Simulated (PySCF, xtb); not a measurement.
Two isomers of BHNO

Structure I: `[N]=BO`, a doublet. Structure II: `[NH]B=O`, a doublet. Both are isolated molecules in the gas phase, relaxed with PBE0-D3(BJ)/def2-SVP; the shapes shown needn't be the lowest conformers.

I (Å):

```yaml
atoms:
  - { symbol: B, position_ang: [0.0635, 2.0922, 0.0213] }
  - { symbol: N, position_ang: [-0.3718, 3.3245, -0.1356] }
  - { symbol: O, position_ang: [0.5200, 0.8676, 0.1626] }
  - { symbol: H, position_ang: [-0.0302, 0.2836, 0.6996] }
```

II (Å):

```xyz
4

B    -1.9547    0.5829   -1.3975
N    -0.8001    1.2373   -0.9880
O    -2.9327   -0.0700   -1.7110
H    -0.7199    2.2167   -1.2767
```

Quicker runs give these differences E(II) − E(I): GFN2-xTB −28.7 kcal/mol; HF/STO-3G −31.7 kcal/mol (at GFN2-xTB geometries); r2SCAN-D4/def2-SVP −31.3 kcal/mol (at GFN2-xTB geometries).

**Question.** Estimate E(II) − E(I) at the level CCSD(T)/def2-SVP + ΔMP2/def2-TZVPP.

**Answer.** Calculated at CCSD(T)/def2-SVP + ΔMP2/def2-TZVPP: E(II) − E(I) = −28.3 kcal/mol, so structure II lies lower.

How the difference moves with the method:

```json
{"level": "GFN2-xTB", "geometry": "GFN2-xTB", "E(II) − E(I) (kcal/mol)": "−28.7", "departure from the last row (kcal/mol)": "−0.4", "job, with rough time for the two": "optimisation, 0.088 s"}
{"level": "HF/STO-3G", "geometry": "GFN2-xTB", "E(II) − E(I) (kcal/mol)": "−31.7", "departure from the last row (kcal/mol)": "−3.4", "job, with rough time for the two": "single point, 1.7 s"}
{"level": "r2SCAN-D4/def2-SVP", "geometry": "GFN2-xTB", "E(II) − E(I) (kcal/mol)": "−31.3", "departure from the last row (kcal/mol)": "−3.0", "job, with rough time for the two": "single point, 41 s"}
{"level": "PBE0-D3(BJ)/def2-SVP", "geometry": "PBE0-D3(BJ)/def2-SVP", "E(II) − E(I) (kcal/mol)": "−30.3", "departure from the last row (kcal/mol)": "−2.0", "job, with rough time for the two": "optimisation, 1.8 min"}
{"level": "HF/def2-SVP", "geometry": "PBE0-D3(BJ)/def2-SVP", "E(II) − E(I) (kcal/mol)": "−27.9", "departure from the last row (kcal/mol)": "+0.4", "job, with rough time for the two": "part of the CCSD(T) run"}
{"level": "MP2/def2-SVP", "geometry": "PBE0-D3(BJ)/def2-SVP", "E(II) − E(I) (kcal/mol)": "−32.7", "departure from the last row (kcal/mol)": "−4.4", "job, with rough time for the two": "part of the CCSD(T) run"}
{"level": "CCSD(T)/def2-SVP", "geometry": "PBE0-D3(BJ)/def2-SVP", "E(II) − E(I) (kcal/mol)": "−31.1", "departure from the last row (kcal/mol)": "−2.8", "job, with rough time for the two": "single point"}
{"level": "CCSD(T)/def2-SVP + ΔMP2/def2-TZVPP", "geometry": "PBE0-D3(BJ)/def2-SVP", "E(II) − E(I) (kcal/mol)": "−28.3", "departure from the last row (kcal/mol)": "", "job, with rough time for the two": "single point, 24 s"}
```

As drawn, II has 1 B–N, 1 B=O, 1 N–H in place of 1 B=N, 1 B–O, 1 O–H.

None of the levels shown reverses the order. The largest departure from CCSD(T)/def2-SVP + ΔMP2/def2-TZVPP is that of MP2/def2-SVP, 4.4 kcal/mol. The last row adds to CCSD(T) the change of the MP2 difference between the two basis sets, here +2.8 kcal/mol.

With harmonic frequencies from PBE0-D3(BJ)/def2-SVP (ideal gas, rigid rotor, one conformer each, 600 K, 1 atm): on the last row, ΔE + ΔZPE = −29.0, ΔH = −28.9, ΔG = −29.0 kcal/mol.

Open shells are spin-unrestricted, with notable spin contamination under HF/STO-3G. The correlated steps freeze 3 core orbitals. Run with PySCF 2.14.0, xtb 6.7.1; the last row on 2 threads of Arm Neoverse V1 on a shared host.
